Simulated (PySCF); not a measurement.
# CCSDT/STO-3G run of BH2Cl (SMILES BCl)

What is the energy change on altering one bond length of BH2Cl at CCSDT/STO-3G? Input form: a Python script.

The calculation is run with PySCF 2.14.0.

10 further runs of the same task are left out: 10 set aside as unsound or not needed.

## (1) The system as given

BH2Cl: 4 atoms, total charge 0, spin state singlet. SMILES: `BCl`. Geometry: relaxed at PBE0-D4/def2-TZVP.

Bond lengths: B1–Cl2 1.733 Å, B1–H3 1.190 Å, B1–H4 1.190 Å. Angles: Cl2–B1–H3 118.1°, Cl2–B1–H4 118.1°, H3–B1–H4 123.7°.

## (2) The energy at CCSDT/STO-3G

File run.py:

```python
from pyscf import gto, cc

system = gto.M(
    atom=[
    ('B', (-0.116700, 0.021700, -0.075300)),
    ('Cl', (1.365000, -0.395300, 0.721200)),
    ('H', (-1.106200, -0.559500, 0.240400)),
    ('H', (-0.086600, 0.872800, -0.906600)),
],
    verbose=3,
    charge=0,
    max_memory=1860,
    basis='sto-3g',
)

mf = system.RHF()
mf.conv_tol = 1e-10
mf.kernel()
if not mf.converged:
    mf = mf.newton().run(mf.mo_coeff, mf.mo_occ)

mycc = cc.CCSDT(mf, frozen=6)
mycc.kernel()
etot = mycc.e_tot
print(f'total energy: {etot:.8f} hartree')
```

The run is started by

```bash
$ OMP_NUM_THREADS=1 python run.py
```

What it wrote:

```text
converged SCF energy = -480.128634949021
_make_eris_incore_RCCSDT

WARN: A large `blksize` is being used, which may cause large memory consumption
      for storing contraction intermediates. If memory is sufficient, consider using
      `pyscf.cc.rccsdt_highm.RCCSDT` instead.

WARN: A large `blksize_oovv` is being used, which may cause large memory consumption
      for storing contraction intermediates. If memory is sufficient, consider using
      `pyscf.cc.rccsdt_highm.RCCSDT` instead.

WARN: A large `blksize_oooo` is being used, which may cause large memory consumption
      for storing contraction intermediates. If memory is sufficient, consider using
      `pyscf.cc.rccsdt_highm.RCCSDT` instead.

RCCSDT converged
E(RCCSDT) = -480.1896855807748   E_corr = -0.06105063175332323
E_corr(same-spin) = -0.00565885373123462
E_corr(oppo-spin) = -0.0553917780220886
total energy: -480.18968558 hartree
```

Wall time 0.91 s (1 thread of Arm Neoverse V1, shared host); peak memory 0.12 GiB.

## (3) The distorted shape

File input.xyz:

```xyz
4

B     -0.857556     0.230202    -0.473553
Cl     1.365000    -0.395300     0.721200
H     -1.847056    -0.350998    -0.157853
H     -0.827456     1.081302    -1.304853
```

File job.py:

```python
from pyscf import gto, scf, cc

mol = gto.M(
    atom='input.xyz',
    basis='sto-3g',
    max_memory=1860,
    verbose=4,
)

mf = scf.RHF(mol)
mf.conv_tol = 1e-10
mf.kernel()
if not mf.converged:
    mf = mf.newton().run(mf.mo_coeff, mf.mo_occ)

mycc = cc.CCSDT(mf, frozen=6)
mycc.kernel()
e_final = mycc.e_tot
print('E(%s) = %.9f' % ('CCSDT', e_final))
```

The run is started by

```bash
$ OMP_NUM_THREADS=1 python job.py
```

What it wrote:

```text
PySCF version 2.14.0

[INPUT] num. atoms = 4
[INPUT] num. electrons = 24
[INPUT] charge = 0
[INPUT] spin (= nelec alpha-beta = 2S) = 0
[INPUT] symmetry False subgroup None
[INPUT] Mole.unit = angstrom
[INPUT] Symbol           X                Y                Z      unit          X                Y                Z       unit  Magmom
[INPUT]  1 B     -0.857556000000   0.230202000000  -0.473553000000 AA   -1.620545976478   0.435018733327  -0.894885475466 Bohr   0.0
[INPUT]  2 Cl     1.365000000000  -0.395300000000   0.721200000000 AA    2.579476160031  -0.747008737041   1.362870481036 Bohr   0.0
[INPUT]  3 H     -1.847056000000  -0.350998000000  -0.157853000000 AA   -3.490429976735  -0.663290090270  -0.298298937941 Bohr   0.0
[INPUT]  4 H     -0.827456000000   1.081302000000  -1.304853000000 AA   -1.563665220128   2.043364637944  -2.465814802817 Bohr   0.0

[... 44 lines left out ...]
converged SCF energy = -479.978643904634
[... 16 lines left out ...]
WARN: A large `blksize` is being used, which may cause large memory consumption
[... 3 lines left out ...]
WARN: A large `blksize_oovv` is being used, which may cause large memory consumption
[... 3 lines left out ...]
WARN: A large `blksize_oooo` is being used, which may cause large memory consumption
[... 13 lines left out ...]
Init t2, MP2 energy = -480.032765453477  E_corr(MP2) -0.054121548843
[... 19 lines left out ...]
RCCSDT converged
[... 3 lines left out ...]
E(CCSDT) = -480.063169480
```

It took 0.88 s on 1 thread of Arm Neoverse V1, shared host; peak memory 0.1 GiB.

## (4) Results

Level: CCSDT/STO-3G, 6 core orbitals frozen.

```
                                                          quantity          value
                                         first shape: total energy  -480.18969 Eh
                 first shape: dipole moment (Hartree–Fock density)         1.50 D
                  first shape: HOMO energy (Hartree–Fock orbitals)      -10.58 eV
                  first shape: LUMO energy (Hartree–Fock orbitals)        5.63 eV
                first shape: HOMO–LUMO gap (Hartree–Fock orbitals)       16.21 eV
          first shape: correlation energy (6 core orbitals frozen)      -61.1 mEh
                                        first shape: T1 diagnostic          0.014
                                     distorted shape: total energy  -480.06317 Eh
             distorted shape: dipole moment (Hartree–Fock density)         4.86 D
              distorted shape: HOMO energy (Hartree–Fock orbitals)       -8.74 eV
              distorted shape: LUMO energy (Hartree–Fock orbitals)        3.37 eV
            distorted shape: HOMO–LUMO gap (Hartree–Fock orbitals)       12.11 eV
      distorted shape: correlation energy (6 core orbitals frozen)      -84.5 mEh
                                    distorted shape: T1 diagnostic          0.031
energy change with the B1–Cl2 bond stretched from 1.733 to 2.600 Å       3.443 eV
```

With the B1–Cl2 bond stretched from 1.733 to 2.600 Å the energy rises by 3.44 eV (332 kJ/mol). The first shape isn't relaxed at this level, so the change isn't measured from a minimum. The minimal basis adds a large error of its own. Mulliken charges (first shape) of the mean-field density run from -0.22 on Cl2 to +0.29 on B1; they depend strongly on the basis. The T1 diagnostic (distorted shape) of 0.031 is above the customary mark for such species, so a single reference may not serve. Mulliken charges (distorted shape) of the mean-field density run from -0.40 on Cl2 to +0.40 on B1.
